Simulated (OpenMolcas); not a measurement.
# AlCl at 2.189 Å: OpenMolcas input and output

Input (each module block was a call of its own in one work directory; start orbitals came from a preliminary run):

```
&GATEWAY
Coord
2
angstrom
Cl 0.0 0.0 0.0
Al 0.0 0.0 2.1890
Basis=ANO-RCC-VTZP
Group=XY
RX2C
AMFI
ANGMom
0.0 0.0 0.0
RICD
&SEWARD
&GUESSORB
* RASSCF and CASPT2 blocks for each multiplicity and irrep, as for the first:
&RASSCF
FileOrb=$CurrDir/o11.orb
Symmetry=1
Spin=1
nActEl=8 0 0
Inactive=7 4
RAS2=3 4
CIRoot=4 4 1
Linear
Iterations=120 100
OrbListing=Nothing
PRWF=0.15
>>COPY $Project.RasOrb $CurrDir/o11.orb
>>COPY $Project.rasscf.h5 $CurrDir/r11.h5
&CASPT2
XMultistate=all
Imaginary=0.2
IPEA=0.25
MaxIter=40
>>COPY $Project.JobMix JOB001
&RASSI
Nr of JobIphs=4 4 2 2 5
1 2 3 4
1 2
1 2
1 2 3 4 5
SpinOrbit
EJob
Omega
MEES
MESO
Properties=4
'AngMom' 3 'Mltpl  1' 1 'Mltpl  1' 2 'Mltpl  1' 3
Thrs=1.0d-4
>>COPY $Project.rassi.h5 $CurrDir/so.h5
```

```bash
pymolcas m.inp
```

C2 symmetry about the axis (a holds Σ, Δ, Γ; b holds Π, Φ, H; Σ⁺ and Σ⁻ are not told apart); roots by multiplicity and irrep: 1a 4, 3b 2, 1b 2, 3a 5.

RASSI part of the output, in excerpt:

```
SPIN-FREE ENERGIES:
  (Shifted by EMIN (a.u.) =       -703.7858340659)
 SF State       Relative EMIN(au)   Rel lowest level(eV)    D:o, cm**(-1)      Abs_M
     1             0.0000000000        0.0000000000              0.0000         0.0
     5             0.1168085533        3.1785226611          25636.5142         1.0
     6             0.1168085533        3.1785226611          25636.5142         1.0
     7             0.1830778574        4.9818022921          40180.9453         1.0
     8             0.1830778574        4.9818022921          40180.9453         1.0
     9             0.2011175210        5.4726865435          44140.1938         0.0
    10             0.2374403294        6.4610805135          52112.1288         0.0
    11             0.2445512599        6.6545787892          53672.7976         2.0
    12             0.2446085559        6.6561378938          53685.3726         2.0
     2             0.2465115840        6.7079219262          54103.0390         2.0
     3             0.2466436326        6.7115151521          54132.0203         2.0
     4             0.2486098680        6.7650191440          54563.5591         0.0
    13             0.2498993917        6.8001088702          54846.5769         0.0
++ Dipole transition strengths (spin-free states):
     for osc. strength at least  1.00000000E-05
      From   To        Osc. strength     Einstein coefficients Ax, Ay, Az (sec-1)    Total A (sec-1)
         1    7       1.89827154E-01  2.01538327E+08  2.88989927E+06  0.00000000E+00  2.04428227E+08
         1    8       1.89827159E-01  2.88989935E+06  2.01538333E+08  0.00000000E+00  2.04428232E+08
         5    9       8.87910269E-03  1.36675690E+06  6.61054242E+05  0.00000000E+00  2.02781114E+06
         5   10       2.36238689E-03  7.44397975E+05  3.60151949E+05  0.00000000E+00  1.10454992E+06
         5   11       1.42971219E-03  2.13676748E+05  5.35926967E+05  0.00000000E+00  7.49603715E+05
         5   12       1.43035338E-03  5.36648332E+05  2.13964447E+05  0.00000000E+00  7.50612779E+05
         5   13       1.25836942E-05  2.38257491E+03  4.77911249E+03  0.00000000E+00  7.16168740E+03
         6    9       8.87910271E-03  6.61054270E+05  1.36675688E+06  0.00000000E+00  2.02781115E+06
         6   10       2.36238652E-03  3.60151981E+05  7.44397770E+05  0.00000000E+00  1.10454975E+06
         6   11       1.42971236E-03  5.35926916E+05  2.13676890E+05  0.00000000E+00  7.49603805E+05
         6   12       1.43035333E-03  2.13964440E+05  5.36648314E+05  0.00000000E+00  7.50612754E+05
         6   13       1.25836774E-05  4.77910192E+03  2.38257593E+03  0.00000000E+00  7.16167785E+03
         7    2       1.78246253E-04  2.30149626E+03  2.07432401E+04  0.00000000E+00  2.30447363E+04
         7    3       1.78617269E-04  2.08730435E+04  2.31590324E+03  0.00000000E+00  2.31889468E+04
         7    4       1.34561804E-03  2.63101157E+03  1.83038104E+05  0.00000000E+00  1.85669115E+05
         8    2       1.78246328E-04  2.07432492E+04  2.30149679E+03  0.00000000E+00  2.30447460E+04
         8    3       1.78617263E-04  2.31589823E+03  2.08730478E+04  0.00000000E+00  2.31889460E+04
         8    4       1.34561798E-03  1.83038099E+05  2.63100919E+03  0.00000000E+00  1.85669108E+05
         9   10       3.25594094E-04  0.00000000E+00  0.00000000E+00  1.38021341E+04  1.38021341E+04
 Electric-quadrupole - electric-quadrupole not included
 Electric-dipole - electric-octupole not included
 Electric-dipole - magnetic-quadrupole not included
   Eigenvalues of complex Hamiltonian:
  (Shifted by EMIN (a.u.) =       -703.7858340659)
 SO State       Relative EMIN(au)   Rel lowest level(eV)    D:o, cm**(-1)      Omega
     1            -0.0000031916        0.0000000000              0.0000         0.0
     2             0.1165727249        3.1721922932          25585.4563         0.0
     3             0.1165753502        3.1722637288          25586.0325         0.0
     4             0.1168049623        3.1785117938          25636.4265         1.0
     5             0.1168049623        3.1785117938          25636.4265         1.0
     6             0.1170381578        3.1848573668          25687.6070         2.0
     7             0.1170381596        3.1848574151          25687.6074         2.0
     8             0.1830566849        4.9813130067          40176.9989         1.0
     9             0.1830566849        4.9813130067          40176.9989         1.0
    10             0.2011174081        5.4727703215          44140.8695         0.0
    11             0.2011180473        5.4727877154          44141.0098         1.0
    12             0.2011180473        5.4727877154          44141.0098         1.0
    13             0.2372851960        6.4569459673          52078.7814         1.0
    14             0.2372851960        6.4569459673          52078.7814         1.0
    15             0.2373479172        6.4586526975          52092.5471         0.0
    16             0.2435293398        6.6268577764          53449.2126         3.0
    17             0.2435293398        6.6268577764          53449.2126         3.0
    18             0.2438211871        6.6347993460          53513.2656         2.0
    19             0.2438716117        6.6361714694          53524.3326         2.0
    20             0.2456423077        6.6843545626          53912.9554         1.0
    21             0.2456423077        6.6843545626          53912.9554         1.0
    22             0.2472625123        6.7284425758          54268.5492         2.0
    23             0.2473659396        6.7312569767          54291.2489         2.0
    24             0.2487055061        6.7677084368          54585.2498         0.0
    25             0.2499030728        6.8002958869          54848.0853         0.0
    26             0.2500669306        6.8047546845          54884.0479         1.0
    27             0.2500669306        6.8047546845          54884.0479         1.0
 Weights of the five most important spin-orbit-free states for each spin-orbit state.
 SO State  Total energy (au)           Spin-free states, spin, and weights
    1        -0.000003       1 0.0  1.0000   13 1.0  0.0000    5 1.0  0.0000    6 1.0  0.0000   10 1.0  0.0000
    2         0.116573       5 1.0  0.5000    6 1.0  0.5000   10 1.0  0.0000    4 0.0  0.0000    9 1.0  0.0000
    3         0.116575       5 1.0  0.5000    6 1.0  0.5000   13 1.0  0.0000    1 0.0  0.0000   10 1.0  0.0000
    4         0.116805       6 1.0  1.0000    7 0.0  0.0000   10 1.0  0.0000   13 1.0  0.0000   11 1.0  0.0000
    5         0.116805       5 1.0  1.0000    8 0.0  0.0000   10 1.0  0.0000   13 1.0  0.0000   11 1.0  0.0000
    6         0.117038       6 1.0  0.5000    5 1.0  0.5000    2 0.0  0.0000   11 1.0  0.0000   12 1.0  0.0000
    7         0.117038       6 1.0  0.5000    5 1.0  0.5000    3 0.0  0.0000   12 1.0  0.0000   11 1.0  0.0000
    8         0.183057       8 0.0  0.9996   10 1.0  0.0001   11 1.0  0.0001   12 1.0  0.0001   13 1.0  0.0001
    9         0.183057       7 0.0  0.9996   10 1.0  0.0001   11 1.0  0.0001   12 1.0  0.0001   13 1.0  0.0001
   10         0.201117       9 1.0  1.0000    4 0.0  0.0000    6 1.0  0.0000    5 1.0  0.0000   10 1.0  0.0000
   11         0.201118       9 1.0  0.9999    7 0.0  0.0000    8 0.0  0.0000   13 1.0  0.0000   11 1.0  0.0000
   12         0.201118       9 1.0  0.9999    7 0.0  0.0000    8 0.0  0.0000   13 1.0  0.0000   11 1.0  0.0000
   13         0.237285      10 1.0  0.9873   13 1.0  0.0127    8 0.0  0.0001    7 0.0  0.0000    5 1.0  0.0000
   14         0.237285      10 1.0  0.9873   13 1.0  0.0127    7 0.0  0.0001    8 0.0  0.0000    6 1.0  0.0000
   15         0.237348      10 1.0  0.9917    4 0.0  0.0083    5 1.0  0.0000    6 1.0  0.0000    9 1.0  0.0000
   16         0.243529      11 1.0  0.5136   12 1.0  0.4864    8 0.0  0.0000    7 0.0  0.0000    6 1.0  0.0000
   17         0.243529      11 1.0  0.5136   12 1.0  0.4864    8 0.0  0.0000    7 0.0  0.0000    6 1.0  0.0000
   18         0.243821      11 1.0  0.7240    2 0.0  0.1579   12 1.0  0.0633    3 0.0  0.0547    6 1.0  0.0000
   19         0.243872      12 1.0  0.7212    3 0.0  0.1507   11 1.0  0.0674    2 0.0  0.0607    5 1.0  0.0000
   20         0.245642      12 1.0  0.5135   11 1.0  0.4864    8 0.0  0.0002    5 1.0  0.0000    6 1.0  0.0000
   21         0.245642      12 1.0  0.5135   11 1.0  0.4864    7 0.0  0.0002    6 1.0  0.0000    5 1.0  0.0000
   22         0.247263       2 0.0  0.7788   12 1.0  0.1103   11 1.0  0.1080    3 0.0  0.0029    6 1.0  0.0000
   23         0.247366       3 0.0  0.7918   12 1.0  0.1052   11 1.0  0.1005    2 0.0  0.0025    6 1.0  0.0000
   24         0.248706       4 0.0  0.9917   10 1.0  0.0083    5 1.0  0.0000    6 1.0  0.0000    9 1.0  0.0000
   25         0.249903      13 1.0  1.0000    1 0.0  0.0000    5 1.0  0.0000    6 1.0  0.0000    4 0.0  0.0000
   26         0.250067      13 1.0  0.9873   10 1.0  0.0126    7 0.0  0.0000    8 0.0  0.0000    9 1.0  0.0000
   27         0.250067      13 1.0  0.9873   10 1.0  0.0126    7 0.0  0.0000    8 0.0  0.0000    9 1.0  0.0000
++ Dipole transition strengths (SO states):
        for osc. strength at least   1.00000000E-05
      From   To        Osc. strength     Einstein coefficients Ax, Ay, Az (sec-1)    Total A (sec-1)
         1    8       1.89729353E-01  2.88804612E+06  2.01394724E+08  0.00000000E+00  2.04282770E+08
         1    9       1.89729347E-01  2.01394718E+08  2.88804605E+06  0.00000000E+00  2.04282764E+08
         1   11       1.35112158E-05  8.77993265E+03  8.77993284E+03  0.00000000E+00  1.75598655E+04
         1   12       1.35112158E-05  8.77993283E+03  8.77993266E+03  0.00000000E+00  1.75598655E+04
         1   13       1.93715116E-05  4.42245939E+02  3.46028590E+04  0.00000000E+00  3.50451050E+04
         1   14       1.93715163E-05  3.46028672E+04  4.42246100E+02  0.00000000E+00  3.50451133E+04
         1   20       4.04121896E-05  4.03852470E+01  7.83099552E+04  0.00000000E+00  7.83503404E+04
         1   21       4.04121818E-05  7.83099401E+04  4.03852501E+01  0.00000000E+00  7.83503254E+04
         1   26       2.27074805E-05  2.28125308E+04  2.28125289E+04  0.00000000E+00  4.56250597E+04
         1   27       2.27074805E-05  2.28125309E+04  2.28125288E+04  0.00000000E+00  4.56250597E+04
         2   11       4.45031720E-03  5.11035456E+05  5.11035433E+05  0.00000000E+00  1.02207089E+06
         2   12       4.45031720E-03  5.11035446E+05  5.11035443E+05  0.00000000E+00  1.02207089E+06
         2   13       1.18957161E-03  5.50040623E+05  6.89596863E+03  0.00000000E+00  5.56936592E+05
         2   14       1.18957141E-03  6.89597537E+03  5.50040524E+05  0.00000000E+00  5.56936499E+05
         2   20       1.44282666E-03  7.71879486E+05  3.97074252E+02  0.00000000E+00  7.72276561E+05
         2   21       1.44282683E-03  3.97076561E+02  7.71879574E+05  0.00000000E+00  7.72276651E+05
         3   11       4.45029098E-03  5.11000699E+05  5.11000697E+05  0.00000000E+00  1.02200140E+06
         3   12       4.45029098E-03  5.11000709E+05  5.11000686E+05  0.00000000E+00  1.02200140E+06
         3   13       1.18636845E-03  6.87694392E+03  5.48535830E+05  0.00000000E+00  5.55412774E+05
         3   14       1.18636865E-03  5.48535929E+05  6.87693721E+03  0.00000000E+00  5.55412866E+05
         3   20       1.44645040E-03  3.97972730E+02  7.73786711E+05  0.00000000E+00  7.74184684E+05
         3   21       1.44645023E-03  7.73786623E+05  3.97970422E+02  0.00000000E+00  7.74184593E+05
         4   10       8.87884995E-03  6.61081981E+05  1.36683875E+06  0.00000000E+00  2.02792073E+06
         4   15       2.34171340E-03  3.56469790E+05  7.36802374E+05  0.00000000E+00  1.09327216E+06
         4   18       1.12117296E-03  2.52667988E+05  3.28500286E+05  0.00000000E+00  5.81168273E+05
         4   19       1.12331195E-03  3.34628424E+05  2.48111027E+05  0.00000000E+00  5.82739450E+05
         4   22       3.16822217E-04  8.02942741E+03  1.65217264E+05  0.00000000E+00  1.73246691E+05
         4   23       2.98702072E-04  1.54833047E+05  8.76416687E+03  0.00000000E+00  1.63597214E+05
         4   24       2.12189308E-05  3.87470243E+03  7.98646811E+03  0.00000000E+00  1.18611705E+04
         4   25       1.25600283E-05  4.76389616E+03  2.38510355E+03  0.00000000E+00  7.14899972E+03
         5   10       8.87884993E-03  1.36683877E+06  6.61081954E+05  0.00000000E+00  2.02792073E+06
         5   15       2.34171377E-03  7.36802579E+05  3.56469756E+05  0.00000000E+00  1.09327234E+06
         5   18       1.12117272E-03  3.28500132E+05  2.52668021E+05  0.00000000E+00  5.81168153E+05
         5   19       1.12331210E-03  2.48111081E+05  3.34628447E+05  0.00000000E+00  5.82739528E+05
         5   22       3.16822158E-04  1.65217230E+05  8.02942842E+03  0.00000000E+00  1.73246659E+05
         5   23       2.98702070E-04  8.76417188E+03  1.54833041E+05  0.00000000E+00  1.63597213E+05
         5   24       2.12189544E-05  7.98647293E+03  3.87471085E+03  0.00000000E+00  1.18611838E+04
         5   25       1.25600456E-05  2.38510210E+03  4.76390749E+03  0.00000000E+00  7.14900960E+03
         6   11       4.42784534E-03  5.02872174E+05  5.02872152E+05  0.00000000E+00  1.00574433E+06
         6   12       4.42784104E-03  5.02871675E+05  5.02871673E+05  0.00000000E+00  1.00574335E+06
         6   13       1.14655746E-03  4.60897135E+05  7.17694839E+04  0.00000000E+00  5.32666619E+05
         6   14       1.14655719E-03  7.17694848E+04  4.60897012E+05  0.00000000E+00  5.32666496E+05
         6   16       1.41540606E-03  3.63816517E+05  3.63816562E+05  0.00000000E+00  7.27633079E+05
         6   17       1.41540468E-03  3.63816163E+05  3.63816208E+05  0.00000000E+00  7.27632371E+05
         6   22       1.13977082E-05  0.00000000E+00  0.00000000E+00  6.21030377E+03  6.21030377E+03
         6   26       3.96110353E-05  1.12612891E+04  1.12612965E+04  0.00000000E+00  2.25225856E+04
...
```

Only roots inside an energy window near the equilibrium distance were included, so the list of states is not complete; labels number the states computed. Each spin and symmetry block has orbitals of its own, averaged over its own roots, so gaps between blocks are less sure than gaps within one and near the minimum can be off by tenths of an eV, in bad cases by more. No Rydberg orbitals are active, so Rydberg states, and σ→σ* states whose orbital the CASSCF left unused, can be missing between those listed. CASPT2 splits the two components of degenerate states numerically, here by up to 29 cm⁻¹.
